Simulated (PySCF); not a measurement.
Thioformaldehyde, CH₂S.
Atom-mapped SMILES: `[CH2:1]=[S:2]` (hydrogens: H3, H4 on C1)

A GFN2-xTB structure was refined with PySCF, B3LYP/6-31+G* geometry optimisation, gas phase. Its GFN2-xTB values:

| coordinate | GFN2-xTB |
| --- | --- |
| C1=S2 | 1.605 Å |
| C1–H3 | 1.082 Å |
| S2–C1–H3 | 121.6° |
| H3–C1–H4 | 116.8° |

Q: How do these coordinates change at the B3LYP/6-31+G* level?

A: 
```
coordinate  B3LYP/6-31+G* (Å or °)  change
     C1=S2                   1.620  +0.015
     C1–H3                   1.093  +0.011
  H3–C1–H4                   115.4    -1.4
  S2–C1–H3                   122.2    +0.6
```

The energy falls by 1.0 kJ/mol over 3 energy and gradient evaluations, the largest force component goes from 0.0138 to 3.2e-04 Eh/bohr, and the atoms move by 0.013 Å rms after alignment. The bond that changes most is C1=S2 (thiocarbonyl carbon to thiocarbonyl sulfur), which lengthens by 0.015 Å. Bonds longer at the end by more than 0.005 Å: 3 of 3; shorter: 0. Rotational constants go from 294969, 17870, 16849 to 293694, 17509, 16524 MHz.

The run used 44 basis functions and 19 SCF cycles in all. On Arm Neoverse V1, one thread, shared host with 32 logical CPUs at a one-minute load of 8.4, this took 1.4 s wall and 0.25 GiB of memory at its peak.

Not checked by B3LYP/6-31+G* frequencies.
